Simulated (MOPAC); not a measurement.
MOPAC input (MNDO):

```
MNDO PRECISE GNORM=0.05 LET XYZ UHF MS=0.5 GEO-OK AUX(PRECISION=9) THREADS=1
CF3

C     0.00171763 1   -0.00263817 1    0.32505308 1
F    -0.01708335 1    1.26042782 1   -0.06192073 1
F     1.09904525 1   -0.61482395 1   -0.08303830 1
F    -1.08310698 1   -0.64384509 1   -0.07174301 1
```

Question: What heat of formation does the run end on?

Answer: -138.75 kcal/mol.
